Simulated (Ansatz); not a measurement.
Molecule: C₂H₄NO (charge 0, doublet). It need not be the lowest isomer of its formula. 
Geometry from a B3LYP-D3(BJ)/def2-TZVP (Ansatz, a quantum-chemistry and plane-wave program) optimisation:
```
C
O 1 1.2263
N 1 1.3732 2 121.77
H 3 1.0038 1 121.90 2 170.47
H 3 1.0058 4 118.49 1 163.33
C 1 1.4517 2 122.04 3 -178.88
H 6 1.0788 1 117.74 2 -0.71
H 6 1.0818 7 119.57 1 -179.64
```
Charge 0, spin multiplicity 2.

Parts of the frozen-core correlation energy in STO-3G (Ansatz, hartree). Frozen orbitals: 4; correlated occupied orbitals by spin: 12 and 11; virtual: 8 and 9. UHF or UKS for open shells. No spin-orbit coupling. Non-relativistic.

```json
[
 {"term": "reference (HF)", "value": "-204.65246"},
 {"term": "MP2 opposite-spin", "value": "-0.12929"},
 {"term": "MP2 same-spin", "value": "-0.02795"},
 {"term": "CCSD correlation", "value": "-0.21853"},
 {"term": "(T)", "value": "-0.00445"},
 {"term": "T1 diagnostic", "value": "0.037"},
 {"term": "largest doubles amplitude", "value": "0.116"},
 {"term": "<S^2> of the reference", "value": "1.030"}
]
```
